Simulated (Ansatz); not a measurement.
```yaml
crystal:
  periodic: [false, false, false]
  atoms:
    - {symbol: Hf, position_ang: [-0.003509, 0.006000, -0.000214]}
    - {symbol: H, position_ang: [1.688857, -0.714438, 0.044390]}
    - {symbol: H, position_ang: [-0.861933, 1.474008, -0.052494]}
    - {symbol: H, position_ang: [-0.205570, -1.822158, 0.045946]}
basis:
  gaussian: {orbitals: def2-TZVP}
magnetization: {spin_polarized: true, initial_magnetization: 3}
hamiltonian: {xc: pbe0}
relax: {f_tol: 0.004, max_steps: 80}
```

```sh
$ ansatz run in.yaml --threads 1 --pin off --events-out ev --progress --plain --max-ram 2176MiB
```

Steps of the relaxation (energy above the last step; positions in Å, forces in eV/Å):

```
4
step 1, 2179.9 meV
Hf   -0.004    0.006    0.000    1.324   -0.029    0.021
H     1.689   -0.714    0.044    1.205   -1.129    0.048
H    -0.862    1.474   -0.052   -2.205    2.086   -0.089
H    -0.206   -1.822    0.046   -0.323   -0.928    0.020
```

```
4
step 2, 1577.8 meV
Hf    0.079    0.063   -0.001   -0.186    0.575   -0.018
H     1.796   -0.827    0.049    0.444   -0.845    0.029
H    -1.026    1.579   -0.058   -0.502    0.120   -0.011
H    -0.232   -1.872    0.047    0.244    0.149    0.000
```

```
4
step 3, 1297.0 meV
Hf    0.107    0.154   -0.003   -0.330    0.680   -0.023
H     1.783   -1.025    0.054   -0.322   -0.578    0.011
H    -1.156    1.627   -0.061    0.080   -0.304    0.009
H    -0.115   -1.813    0.047    0.573    0.202    0.003
```

```
4
step 7, 885.4 meV
Hf    0.146    0.397   -0.008   -0.726    0.553   -0.026
H     1.204   -1.493    0.058    9.296    1.586    0.096
H    -1.336    1.640   -0.064    0.426   -0.119    0.010
H     0.604   -1.600    0.052   -8.996   -2.020   -0.080
```

```
4
step 13, 0.0 meV
Hf   -0.157    0.223   -0.008    0.000    0.000    0.000
H     1.324   -1.325    0.055    0.000    0.000    0.000
H    -1.177    1.815   -0.066    0.000    0.000    0.000
H     0.628   -1.770    0.057    0.000    0.000    0.000
```

Close pairs at the end: H2–H4 0.827 Å, Hf1–H3 1.891 Å, Hf1–H4 2.143 Å, Hf1–H2 2.144 Å.

A stationary point of unrestricted PBE0 after 13 steps, with ⟨S²⟩ = 3.753 against 3.75 for a pure state; no frequencies were run, so it isn't proven a minimum. 45 s on 1 thread of Intel Xeon Platinum 8488C, shared host.
